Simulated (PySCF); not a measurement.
One ligand Y is varied and pulled off as a radical: Zn(NH2)1–Y. All species are isolated molecules in the gas phase. One relaxed conformer stands for each flexible species; it need not be the lowest. Multiplicities are imposed; where one is given, others were not computed. Strings in code marks are SMILES. All members: neutral, multiplicity 2. Level: TPSS-D3(BJ)/def2-TZVP // TPSS-D3(BJ)/def2-SVP (PySCF), beside PBE-D3(BJ)/def2-TZVP // TPSS-D3(BJ)/def2-SVP (PySCF) at the same geometries.  Orbital energies are measured against the vacuum level.

```csv
species,"highest occupied spin orbital, PBE (eV)","highest occupied spin orbital, TPSS-D3(BJ) (eV)"
`[NH2]`,-7.17,-7.32
`[OH]`,-7.14,-7.32
`[SH]`,-6.12,-6.25
`C[O]`,-5.95,-6.16
`C[N]C`,-5.57,-5.79
`[CH3]`,-5.38,-5.50
[Zn(NH2)],-4.68,withheld
```

Fit y = a + b·x, y being the highest occupied spin orbital at the first level, to the 6 complete rows by least squares, with x = the PBE value in eV. Give a, b and the rms residual, and predict the withheld value.

Means of the 6 rows: x̄ = -6.2217, ȳ = -6.39 eV. Σ(x − x̄)² = 2.9599 and Σ(x − x̄)(y − ȳ) = 2.9528, so b = 0.998 and a = ȳ − b·x̄ = -0.181 eV. The rms residual is 0.038 eV. At x = -4.68 the line gives -4.85 eV, outside the range of the fitted rows. The run for [Zn(NH2)] gave -4.73 eV, so the line is off by 0.12 eV, more than twice the rms residual.

Codes: PySCF.
